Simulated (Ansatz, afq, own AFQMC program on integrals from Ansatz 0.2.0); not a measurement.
**Where AFQMC and coupled cluster stand for N2H3, doublet**

```yaml
atoms:
  - { symbol: N, position_ang: [-0.0603, -0.0531, 0.6220] }
  - { symbol: N, position_ang: [0.0341, 0.1229, -0.7009] }
  - { symbol: H, position_ang: [0.2133, -0.9277, 1.0504] }
  - { symbol: H, position_ang: [0.1666, 0.7675, 1.1607] }
  - { symbol: H, position_ang: [-0.0163, -0.8095, -1.1147] }
```

Connectivity, by distances: NH2–NH.

Basis cc-pVDZ. Noble-gas cores (and the filled d shells of Ga–Kr and In–Xe) are frozen. AFQMC by an in-house program on the Cholesky factors that Ansatz 0.2.0 writes for its CCSD(T) run. ph-AFQMC/CISD is guided by a CISD state made of CCSD amplitudes; releasing the constraint for a short imaginary time cuts its bias at the price of noise, slowly where states lie close. Free AFQMC starts from the CCSD state and is never constrained. Its projection time is finite, and what remains of the start isn't in its error. Uncertainties: one standard error, sampling alone.

Determinant: UHF, the one that the program's search chose, which needn't be the lowest solution. The geometry is a point of a scan.

No full CI on the walks' own integrals is used here. The released AFQMC energy serves as the reference, which it does only where one determinant dominates, the energy is flat over the last release times and near the phaseless one (40 meV or 2 meV an electron, half that with transition metals). On small molecules, where full CI could be run and the noise was under 10 meV, such values lay within 10 meV of it in 19 cases of 20, a flattering rate, since the rule was set on those same cases; what remains of the bias isn't in the error bar.

Cautions: the ph-AFQMC/CISD walk drifts between its halves (2.0 errors); the released value is read at 2.40 1/Eh with a noise of 26 meV, more than in the cases checked (meV from the phaseless value at times in 1/Eh: -8 ± 15 at 0.24, -19 ± 14 at 0.51, -28 ± 16 at 0.99, -4 ± 21 at 1.62, -20 ± 26 at 2.40).

- T1 diagnostic: 0.0198
- weight of the determinant in the CISD state: 0.889
- ⟨S²⟩ of the determinant: 0.762
- size of the correlated space: 13 electrons in 41 orbitals

Reference: AFQMC with the constraint released, correlation energy -9.612 ± 0.026 eV.

| level | E − E(reference) (kcal/mol) | share of correlation (%) |
| --- | --- | --- |
| HF | 221.66 ± 0.60 | 0.00 |
| MP2 | 22.75 ± 0.60 | 89.74 |
| CCSD | 6.37 ± 0.60 | 97.13 |
| CCSD(T) | 1.05 ± 0.60 | 99.53 |
| ph-AFQMC/HF | 2.92 ± 1.62 | 98.68 |
| ph-AFQMC/CISD | 0.47 ± 0.71 | 99.79 |
| free AFQMC | 0.16 ± 0.78 | 99.93 |

Free projections are given only where their last times agree within the noise and don't stop above the reference; a slow remainder of the start can still hide under it. Released energies are given only where the last usable release times agree within the noise; a slower fall can still hide under it.
